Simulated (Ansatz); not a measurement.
Compare A (`C=CC1=CC1`) with its isomer B (`C#C/C=C/C`).

Computed with Ansatz on PBE0-D4/def2-TZVP structures; ΔE is electronic, products minus reactants. CCSD(T)/CBS adds triple-zeta CCSD(T) − MP2 to the extrapolated MP2 energy (def2 sets, frozen cores). DFT in def2-TZVPP. One conformer a species, not always the lowest.

A:

Z-matrix (Å, degrees):
```
C
C 1 1.496
C 1 1.497 2 51.3
H 1 1.091 2 119.6 3 -105.6
H 1 1.091 2 119.6 3 105.6
H 2 1.076 1 145.4 3 180.0
C 3 1.428 1 143.9 2 -180.0
C 7 1.333 3 122.6 1 0.0
H 7 1.087 3 117.0 1 -180.0
H 8 1.084 7 120.7 3 -0.0
H 8 1.083 7 121.5 3 180.0
```

B:

```xyz
11

C     0.037   -1.763    2.475
C     0.154   -0.933    1.611
C     0.315    0.065    0.618
C    -0.252    0.017   -0.589
C    -0.089    1.058   -1.635
H    -0.072   -2.502    3.233
H     0.945    0.912    0.882
H    -0.878   -0.838   -0.832
H     0.554    1.872   -1.296
H    -1.058    1.480   -1.921
H     0.344    0.632   -2.546
```

(1) Which is lower in electronic energy at CCSD(T)/CBS, and by how much? (An estimate is asked.)

(2) Give E(B) − E(A) in kJ/mol with BLYP-D4, B2PLYP, PBE-D4, MP2/def2-TZVPP, LDA (SPW92), CCSD(T)/def2-SVP, PBE0-D4. (Estimate.)

(3) Does the order hold for the free energy at 298.15 K (harmonic terms from PBE0-D4)? (Estimate.)

Largest T1 diagnostic: 0.012.

Answers

(1) Ansatz gave: B, by 77.5 kJ/mol.

(2) The calculation gave: BLYP-D4 -78.1, B2PLYP -80.8, PBE-D4 -57.4, MP2/def2-TZVPP -77.1, LDA (SPW92) -48.7, CCSD(T)/def2-SVP -70.1, PBE0-D4 -56.5. None reverses the order clearly.

(3) Computed: Yes: G(B) − G(A) = -80.7 kJ/mol, for one conformer each.

In def2-TZVPP, CCSD(T) changes the Hartree–Fock value by +12.7 kJ/mol (the triples alone add +1.4 kJ/mol) and MP2 by +13.3 kJ/mol. Leaving LDA and LC-ωPBE aside and taking each functional with its dispersion term where it has one, the values spread over 24.3 kJ/mol, from B2PLYP to PBE0-D4. LDA lies +10.1 kJ/mol from PBE without D4.
